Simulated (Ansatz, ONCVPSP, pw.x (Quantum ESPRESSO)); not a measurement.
From atom to crystal: ONCV potential for niobium (Nb)

Nb (Z = 41), optimised norm-conserving Vanderbilt (ONCV), made with ONCVPSP 4.0.1.1 (patched build) (LDA (Perdew-Wang 92), scalar-relativistic). Core [Ar] 3d10, reference 4s2 4p6 4d4 5s0.75 5p0.25. Waves: 4s+5s: rc 1.95 bohr, ncon 4, nbas 9, qcut 7.1 1/bohr, 2 projectors; 4p+5p: rc 2.30 bohr, ncon 4, nbas 8, qcut 7.5 1/bohr, 2 projectors; 4d: rc 2.80 bohr, ncon 4, nbas 9, qcut 4.7 1/bohr, 2 projectors, debl 2.1 Ha. Local part: polynomial inside 1.70 bohr (lpopt 5, dvloc0 3 Ha). Core correction: Teter function, fcfact 2.25, rcfact 1.35.

Crystal test: sc Nb in pw.x 7.5, no spin, 12³ k-points, Fermi–Dirac smearing 0.01 Ry, cutoffs 50/200 Ry. The lattice is a test structure that the element need not adopt, and mesh and smearing are coarse.

pw.x input:

```
&control
  calculation='scf', prefix='x', pseudo_dir='./', outdir='./tmp', tstress=.true., disk_io='none'
/
&system
  ibrav=0, nat=1, ntyp=1, ecutwfc=50, ecutrho=200, nbnd=14,
  occupations='smearing', smearing='fd', degauss=0.01
/
&electrons
  conv_thr=1e-09, mixing_beta=0.4, electron_maxstep=70
/
ATOMIC_SPECIES
Nb 1.0 Nb.UPF
CELL_PARAMETERS angstrom
  2.65735467 0.00000000 0.00000000
  0.00000000 2.65735467 0.00000000
  0.00000000 0.00000000 2.65735467
ATOMIC_POSITIONS crystal
Nb 0.0000 0.0000 0.0000
K_POINTS automatic
12 12 12 0 0 0
```

```bash
pw.x < Nb.scf.in > Nb.scf.out
```

**Question.** How does the run end?

**Answer.** It converges; the pressure is 2.98 GPa against 1.48 GPa from all-electron LAPW. The largest radius (2.80 bohr) exceeds half the bond length (2.51 bohr), so the spheres overlap, which is one possible source of error among others. Atomic configuration tests: 1 of 4 tests not solved or not reliable. The log shows:

```
     charge density cutoff     =     200.0000  Ry
     scf convergence threshold =      1.0E-09
     Exchange-correlation= SLA  PW   NOGX NOGC
     number of k points=    84  Fermi-Dirac smearing, width (Ry)=  0.0100
     iteration #  1     ecut=    50.00 Ry     beta= 0.40
     total energy              =    -116.92894022 Ry
     estimated scf accuracy    <       0.06100567 Ry
     iteration #  2     ecut=    50.00 Ry     beta= 0.40
     total energy              =    -116.93002361 Ry
     estimated scf accuracy    <       0.00872673 Ry
     iteration #  3     ecut=    50.00 Ry     beta= 0.40
     total energy              =    -116.93089612 Ry
     estimated scf accuracy    <       0.00066327 Ry
     iteration #  4     ecut=    50.00 Ry     beta= 0.40
     total energy              =    -116.93092189 Ry
     estimated scf accuracy    <       0.00000896 Ry
     iteration #  5     ecut=    50.00 Ry     beta= 0.40
     total energy              =    -116.93092292 Ry
     estimated scf accuracy    <       0.00000056 Ry
     iteration #  6     ecut=    50.00 Ry     beta= 0.40
     total energy              =    -116.93092305 Ry
     estimated scf accuracy    <       0.00000002 Ry
     iteration #  7     ecut=    50.00 Ry     beta= 0.40
     total energy              =    -116.93092305 Ry
     estimated scf accuracy    <          7.8E-09 Ry
     iteration #  8     ecut=    50.00 Ry     beta= 0.40
     the Fermi energy is    17.0820 ev
!    total energy              =    -116.93092305 Ry
     estimated scf accuracy    <          8.7E-11 Ry
     smearing contrib. (-TS)   =      -0.00439203 Ry
     The total energy is F=E-TS. E is the sum of the following terms:
     one-electron contribution =     -21.19703840 Ry
     hartree contribution      =      17.00369408 Ry
     xc contribution           =     -17.24642000 Ry
     ewald contribution        =     -95.48676669 Ry
     convergence has been achieved in   8 iterations
          total   stress  (Ry/bohr**3)                   (kbar)     P=       29.84
     Message from routine punch:
     Nothing written, as per user request (disk_io='none')
```
